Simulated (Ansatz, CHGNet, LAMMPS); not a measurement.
**How well does each level of theory give the TO phonon frequency at L of zinc-blende InP?**

Reference value: 317 cm⁻¹ (measured, temperature not stated, not corrected to a static lattice; as tabulated in Ioffe Institute, NSM Archive: InP, mechanic properties page).

```json
[
 {"level (code)": "Vashishta InP.vashishta (LAMMPS)", "value (cm⁻¹)": "316", "cell (Å³/atom)": "25.26"},
 {"level (code)": "CHGNet 0.3.0 (CHGNet)", "value (cm⁻¹)": "223", "cell (Å³/atom)": "26.43"},
 {"level (code)": "CHGNet-r²SCAN (CHGNet)", "value (cm⁻¹)": "149", "cell (Å³/atom)": "25.57"},
 {"level (code)": "SNAP InP_JCPA2020.snap (LAMMPS)", "value (cm⁻¹)": "309", "cell (Å³/atom)": "24.76"},
 {"level (code)": "LDA (Ansatz)", "value (cm⁻¹)": "?", "cell (Å³/atom)": "24.73"},
 {"level (code)": "PBE (Ansatz)", "value (cm⁻¹)": "290", "cell (Å³/atom)": "26.45"},
 {"level (code)": "r²SCAN (Ansatz)", "value (cm⁻¹)": "?", "cell (Å³/atom)": "25.77"}
]
```

Fill in the missing entries.


- LDA (Ansatz, a program for electronic structure), value (cm⁻¹): 311
- r²SCAN (Ansatz), value (cm⁻¹): 304

Differences against the reference: Vashishta InP.vashishta -0.3 %, CHGNet 0.3.0 -30 %, CHGNet-r²SCAN -53 %, SNAP InP_JCPA2020.snap -2.5 %, LDA -1.9 %, PBE -8.5 %, r²SCAN -4.1 %.

Nearest, and too close to rank with a margin of 3.0 % (twice that across the reference) picked here for doubts on the reference and the settings, and for temperature and zero-point motion: Vashishta InP.vashishta (-0.3 %), LDA (-1.9 %), SNAP InP_JCPA2020.snap (-2.5 %). Farthest off: CHGNet-r²SCAN (-53 %). Within 5 %: Vashishta InP.vashishta, SNAP InP_JCPA2020.snap, LDA, r²SCAN.

The measured value isn't corrected to a static lattice, so vibrations enter the comparison.  Each level is taken at its own relaxed cell. Cutoffs and k meshes differ between the levels. Ansatz's density-functional and Hartree–Fock values are scalar-relativistic unless marked +SOC, with PAW data made under PBE.

Empirical potentials (Vashishta InP.vashishta) are fitted to chosen data, which need not cover the solid at hand: agreement can be built in, and what lay outside the fit can be far off. Machine-learned potentials (CHGNet 0.3.0, CHGNet-r²SCAN, SNAP InP_JCPA2020.snap) are trained on DFT data, which may include these solids.

Differences are worked out from the printed values.
